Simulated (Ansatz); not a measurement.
C2H4O (charge -1), SMILES C[CH][O-], a ladder of methods at one geometry

Run with the Ansatz DFT code, driven from Python.

`c2h4o_methods.py`:
```python
'''C2H4O(-) at several levels of theory.'''

from pathlib import Path

import ansatz as az
import numpy as np

config = {
    'basis_set': 'cc-pVDZ',
    'charge': -1,
}

geometry_ang = [
    ('C', (-0.6326, -0.0095, -0.0525)),
    ('C', (0.8024, 0.3371, 0.305)),
    ('O', (1.4712, -0.8033, 0.7509)),
    ('H', (-1.1586, 0.9047, -0.3982)),
    ('H', (-1.1567, -0.4096, 0.8406)),
    ('H', (-0.652, -0.7689, -0.8629)),
    ('H', (1.3263, 0.7495, -0.5829)),
]
system = az.Crystal.molecule()
for symbol, xyz in geometry_ang:
    system = system.atom(symbol, xyz)

calculation = system.calculation()
calculation = calculation.basis(gaussian=config['basis_set'])
calculation = calculation.charge(config['charge'])
calculation = calculation.spin('collinear', total=1)

print('functional    E (Ha)        dipole (D)   HOMO (eV)  LUMO (eV)')
for name in ['r2scan0', 'r2scan', 'hf', 'hse06']:
    data = calculation.functional(name).forces().orbitals().run(threads=1, runs_dir='runs').report
    lines = Path(data['orbitals_path']).read_text().splitlines()
    field_of = lambda key: [line.split('=')[1].strip() for line in lines if line.startswith(key)]
    orbitals = [(27.211386 * float(e), s, float(n)) for e, s, n in zip(field_of('Ene='), field_of('Spin='), field_of('Occup='))]
    homo = max(e for e, _, n in orbitals if n > 0.5)
    lumo = min(e for e, _, n in orbitals if n < 0.5)
    dipole = 4.803205 * np.linalg.norm(data['charge_distribution']['dipole_moment_e_ang'])
    print(f'{name:10s} {data["free_energy_ev"] / 27.211386246:14.6f} {dipole:9.3f} {homo:11.3f} {lumo:10.3f}')
```

```console
$ python c2h4o_methods.py
functional    E (Ha)        dipole (D)   HOMO (eV)  LUMO (eV)
r2scan0       -153.656497     2.894       2.163      6.773
r2scan        -153.677445     2.612       3.566      5.682
hf            -152.824618     3.408      -1.469     10.163
hse06         -153.575349     2.720       2.886      6.121
```

Reading the output:
- Total energies depend on the basis set; only differences at equal settings carry meaning.
- The geometry is a force-field or estimated start, not a minimum of this method, and the basis set is short of its limit. A lower total doesn't mark the better method: functionals have no common bound, and MP2 and coupled cluster aren't variational.
- The species is open-shell (spin multiplicity 2).
- An ion's dipole depends on the origin; the program takes it about the centre of nuclear charge.
- Levels such as HOMO and LUMO are orbital energies: with these approximate functionals they aren't the ionisation energy and electron affinity, and their gap isn't the fundamental gap.
- hse06 follows the composition of plane-wave codes, whose totals differ by tens of mHa, up to about 0.1 Ha, from the form usual in Gaussian-basis programs (wpbeh).
- Anions want diffuse functions, which this basis lacks.
- Finished in 11 s on 1 thread of Arm Neoverse V2, on a shared host, peak memory 0.23 GiB.
